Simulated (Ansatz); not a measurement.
# SiPH5 (SMILES [SiH3]P): the electronic atomisation energy, rung by rung

The species is SiPH5 (7 atoms), meant as a singlet with charge 0. SMILES: `[SiH3]P`. The shape is that of a GFN2-xTB optimisation.

```tsv
atom	x (Å)	y (Å)	z (Å)
Si	-0.6408	-0.3615	-0.3959
P	1.0613	-0.0091	1.0077
H	-1.8255	-0.6029	0.4263
H	-0.2989	-1.5443	-1.1846
H	-0.8905	0.7689	-1.2937
H	0.6647	1.2602	1.3871
H	1.9298	0.4888	0.0531
```

Quantity: the electronic atomisation energy, in eV. The values are calculated. Electronic energies at fixed atoms, without zero-point motion or spin-orbit coupling.

```json
{"level": "HF/STO-3G", "kind": "Hartree–Fock", "program": "Ansatz", "value (eV)": "20.59", "less FCI/STO-3G": "-2.67", "CPU time (all runs)": "0.38 s"}
{"level": "PBE/STO-3G", "kind": "GGA", "program": "Ansatz", "value (eV)": "27.18", "less FCI/STO-3G": "+3.92", "CPU time (all runs)": "2.5 s"}
{"level": "r2SCAN/STO-3G", "kind": "meta-GGA", "program": "Ansatz", "value (eV)": "26.83", "less FCI/STO-3G": "+3.57", "CPU time (all runs)": "6.8 s"}
{"level": "r2SCAN0/STO-3G", "kind": "hybrid meta-GGA", "program": "Ansatz", "value (eV)": "26.38", "less FCI/STO-3G": "+3.12", "CPU time (all runs)": "6 s"}
{"level": "CAM-B3LYP/STO-3G", "kind": "range-separated hybrid", "program": "Ansatz", "value (eV)": "27.06", "less FCI/STO-3G": "+3.80", "CPU time (all runs)": "2.9 s"}
{"level": "wB97M-V/STO-3G", "kind": "range-separated hybrid", "program": "Ansatz", "value (eV)": "27.79", "less FCI/STO-3G": "+4.53", "CPU time (all runs)": "32 s"}
{"level": "B2PLYP/STO-3G", "kind": "double hybrid", "program": "Ansatz", "value (eV)": "25.50", "less FCI/STO-3G": "+2.24", "CPU time (all runs)": "2.5 s"}
{"level": "RPA@PBE/STO-3G", "kind": "RPA", "program": "Ansatz", "value (eV)": "23.36", "less FCI/STO-3G": "+0.10", "CPU time (all runs)": "3.4 s"}
{"level": "CCSDT(Q)/STO-3G", "kind": "coupled cluster or CI", "program": "Ansatz", "value (eV)": "23.26", "less FCI/STO-3G": "0.00", "CPU time (all runs)": "1.1 s"}
{"level": "FCI/STO-3G", "kind": "exact in the basis", "program": "Ansatz", "value (eV)": "23.26", "less FCI/STO-3G": "0.00", "CPU time (all runs)": "14 s"}
```

FCI/STO-3G is exact within its basis and frozen core, so for wave-function methods in that basis the difference is their error; functionals converge differently with the basis, so for them it is only a difference. The values span 20.59 to 27.79 eV. All rows use very small basis sets, so none should be taken for the real molecule's value. Times are those of the runs behind each value, whatever else they computed, on shared processors of several kinds: orders of magnitude only.
